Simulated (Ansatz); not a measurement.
Results of r²SCAN50 (plane waves, PAW; Ansatz, a first-principles code) for hcp Tl.

Input:

Ansatz 0.2 input:
```yaml
crystal:
  lattice:
    - [1.7271603683, -2.9915295107, 0.0]
    - [1.7271603683, 2.9915295107, 0.0]
    - [0.0, 0.0, 5.5293443424]
  atoms:
    - { symbol: Tl, position: [0.3333333333, 0.6666666667, 0.25] }
    - { symbol: Tl, position: [0.6666666667, 0.3333333333, 0.75] }
basis:
  ecutwfc: 520
  ecutrho_ratio: 4
  xc_grid: 3
kpoints:
  mp_grid: { grid: [9, 9, 6] }
hamiltonian:
  xc: r2scan50
  dispersion: none
  pseudopotentials: { kind: paw }
scf:
  occupations: { method: fermi_dirac, width: 0.05 }
output:
  forces: true
  stress: true
  eigenvalues: true
relax:
  f_tol: 0.01
  escape_saddle: false
  max_steps: 80
  cell: { stress_tol: 0.05, fix: [volume] }
```

Excerpt of the program's output:

```
Relaxation: its limit of steps is 80 (relax.max_steps)
Crystal: 2 atoms, lattice volume = 57.139 Å³
Basis set: ecut = 520 eV, 1545 PW (Γ), exchange–correlation on 81×81×135 points (27 copies of the dense FFT grid, shifted against one another)
Bands: 17, of which v1, the nominal top of the filled ones, is band 13 counted from 1 (12 counted from 0)
Symmetry: 24 space group operations
Space group: P63/mmc (ITA 194), of the structure as read, at distance tolerance 3.9e-5 Å
k-points: 48 of 486
Functional: x = r2scan, c = r2scan; τ floored in thin density (d = 2e-4 eV/Å³), warm-up for x = 0.5 r2scan + 0.5 exact, c = r2scan; τ floored in thin density (d = 2e-4 eV/Å³)
SCF iter   1: F=—  HF=-22917.174652 eV  |F-HF|=—  |Δ(HF+E_count)|=         —  Δρ=8.03e-3  dr2=3.29e-2  dr2_τ=1.17e-2
SCF iter   2: F=—  HF=-22917.168481 eV  |F-HF|=—  |Δ(HF+E_count)|=   6.17e-3  Δρ=8.96e-4  dr2=2.29e-4  dr2_τ=9.86e-4
  ...
SCF 1 converged in 8 iterations: F = -22917.169252 eV  dr2 = 5.06e-13
Crystal: 2 atoms, lattice volume = 57.139 Å³
Initial density: handed on by an earlier stage of this run
Functional: x = 0.5 r2scan + 0.5 exact, c = r2scan; τ floored in thin density (d = 2e-4 eV/Å³)
  ...
Crystal: 2 atoms, lattice volume = 57.139 Å³
Crystal: 2 atoms, lattice volume = 57.139 Å³
Crystal: 2 atoms, lattice volume = 57.139 Å³
SCF 5 converged in 3 iterations: F = -22906.550181 eV  dr2 = 2.44e-12
Crystal: 2 atoms, lattice volume = 57.139 Å³
Crystal: 2 atoms, lattice volume = 57.139 Å³
Crystal: 2 atoms, lattice volume = 57.139 Å³
SCF 8 converged in 2 iterations: F = -22906.550195 eV  dr2 = 1.35e-11
Crystal: 2 atoms, lattice volume = 57.139 Å³
SCF 9 converged in 3 iterations: F = -22906.550195 eV  dr2 = 7.13e-14
Crystal: 2 atoms, lattice volume = 57.139 Å³
SCF 10 converged in 2 iterations: F = -22906.550195 eV  dr2 = 6.30e-13
Crystal: 2 atoms, lattice volume = 57.139 Å³
SCF iter   1: F=—  HF=-22906.550195 eV  |F-HF|=—  |Δ(HF+E_count)|=         —  Δρ=1.05e-7  dr2=5.98e-13  dr2_τ=6.60e-13
SCF iter   2: F=-22906.550195 eV  HF=-22906.550195 eV  |F-HF|=1.09e-11  |Δ(HF+E_count)|=  7.28e-12  Δρ=5.24e-8  dr2=1.43e-13  dr2_τ=1.79e-13
SCF 11 converged in 2 iterations: F = -22906.550195 eV  dr2 = 1.43e-13
Free energy (F): -22906.550195 eV
Internal energy: -22906.549484 eV  (E = F + TS)
E sigma→0 (E₀):  -22906.549839 eV
Fermi energy:    10.328317 eV
--- Forces (eV/Å), atoms counted from 1 ---
  atom   1  Tl    -0.00000000    -0.00000000     0.00000000
  atom   2  Tl     0.00000000     0.00000000    -0.00000000
--- Stress (GPa, compression-positive) ---
        0.977772       0.000000      -0.000000
       -0.000000       0.977772       0.000000
       -0.000000       0.000000       0.992761
  P = ⅓ Tr σ = 0.9828 GPa (9.828 kbar)
```

The cell is one volume of an energy–volume scan, off the minimum.

The PAW data were made under PBE.

Note: the run warned that the count of filled bands differs between k points.
